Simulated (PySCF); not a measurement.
Run record: excited-state job, `Cl[C@@]12CC[C@@H]1C2`.

Method: TDDFT wB97X-D/def2-SVPD, vertical, gas phase, core orbitals frozen in the response (PySCF 2.14.0, density-fitted response routines). Geometry: GFN2-xTB. A driver script takes a list of jobs; this job's settings line and coordinates (Å) are shown.

Command:
```bash
OMP_NUM_THREADS=1 python probes_run.py task.json out
```

Input:
```
{"job": {"kind": "uv", "xc": "wB97X-D", "basis": "def2-SVPD", "nstates": 8, "ntriplets": 3}, "charge": 0, "multiplicity": 1}
Cl     1.387013     2.207223    -0.490590
C      0.521444     0.772259    -0.011955
C     -0.989281     0.732060     0.161778
C     -0.981669    -0.701633    -0.414448
C      0.530186    -0.614811    -0.596289
C      1.170756    -0.343882     0.737808
H     -1.337546     0.845029     1.187605
H     -1.507744     1.443479    -0.475449
H     -1.313457    -1.482734     0.268435
H     -1.524891    -0.786409    -1.351605
H      1.078134    -1.015272    -1.431456
H      0.712652    -0.717157     1.643024
H      2.250016    -0.337664     0.755416
```

Problem. What does the run print?

Solution. 
```
coarse grid: 11400 points
cycle   1  E = -654.4407266512  dE =  1.229e+00  |g| = 2.908e-01  |ddm| = 5.776e+00
cycle   2  E = -654.4542508772  dE = -1.352e-02  |g| = 2.417e-01  |ddm| = 1.546e+00
cycle   3  E = -654.4673116451  dE = -1.306e-02  |g| = 4.031e-02  |ddm| = 7.937e-01
cycle   4  E = -654.4677600489  dE = -4.484e-04  |g| = 1.631e-02  |ddm| = 1.392e-01
cycle   5  E = -654.4678332072  dE = -7.316e-05  |g| = 2.600e-03  |ddm| = 5.812e-02
cycle   6  E = -654.4678358948  dE = -2.688e-06  |g| = 1.177e-03  |ddm| = 1.221e-02
final grid: 105392 points
cycle   7  E = -654.5512701224  dE = -1.234e-04  |g| = 6.329e-03  |ddm| = 2.197e-01
cycle   8  E = -654.5512736585  dE = -3.536e-06  |g| = 5.451e-03  |ddm| = 3.358e-02
cycle   9  E = -654.5512807405  dE = -7.082e-06  |g| = 5.562e-04  |ddm| = 1.124e-02
cycle  10  E = -654.5512808290  dE = -8.854e-08  |g| = 3.300e-04  |ddm| = 3.749e-03
cycle  11  E = -654.5512808575  dE = -2.850e-08  |g| = 5.712e-05  |ddm| = 1.024e-03
cycle  12  E = -654.5512808587  dE = -1.205e-09  |g| = 1.834e-05  |ddm| = 2.403e-04
cycle  13  E = -654.5512808589  dE = -1.612e-10  |g| = 6.434e-06  |ddm| = 8.897e-05
converged SCF energy = -654.5512808589

Static polarisability (au): isotropic 67.372, principal 59.412 65.165 77.538

Singlet excitations
state   eV       nm        f      main configurations
  1   6.9504    178.4   0.00180   H->L+1 0.54, H->L 0.29
  2   7.6505    162.1   0.00321   H-1->L+1 0.51, H-1->L 0.26
  3   7.7508    160.0   0.05521   H->L 0.50, H->L+1 0.32
  4   8.1439    152.2   0.00842   H->L+2 0.74
  5   8.3506    148.5   0.01214   H->L+4 0.44, H-1->L 0.21, H-1->L+1 0.10
  6   8.4156    147.3   0.03398   H->L+4 0.34, H-1->L 0.31, H-1->L+1 0.15
  7   8.4721    146.3   0.02330   H->L+3 0.86
  8   8.7633    141.5   0.02642   H->L+5 0.58, H-1->L+2 0.09

Triplet excitations (Tamm-Dancoff, eV): 6.3828 7.0843 7.6686
```

The SCF starts on a coarse grid where the log names one; the energy can jump when the final grid takes over, and dE then counts from the start density on the new grid. H and L stand for HOMO and LUMO; the number after each pair is its weight.

Problem. Give S1 in cm⁻¹ and kJ/mol.

Solution. 6.9504 eV × 8065.54 = 56059 cm⁻¹; × 96.485 = 670.6 kJ/mol.

Problem. Give the mean polarisability as a volume in Å³, and the ratio of the largest to the smallest principal value.

Solution. 67.372 au × 0.148185 = 9.98 Å³; 77.538/59.412 = 1.31.

Summary of the converged run: HOMO -9.22 eV, LUMO 2.42 eV; lowest singlet 6.95 eV; lowest triplet 6.38 eV (Tamm–Dancoff); mean polarisability 67.4 au.

Problem. How long does this job take on an Intel Xeon Platinum 8488C with one thread, shared host with 192 logical CPUs at a one-minute load of 124? And the peak memory of the process?

Solution. About 43 s (density and orbital grids were written too), with 0.76 GiB resident at the peak, the Python interpreter and its libraries included.
Labels such as C1 count atoms from 1, the log's own numbers from 0.

Note: wB97X-D ran without an empirical dispersion term, which enters the total energy and its gradient alone.
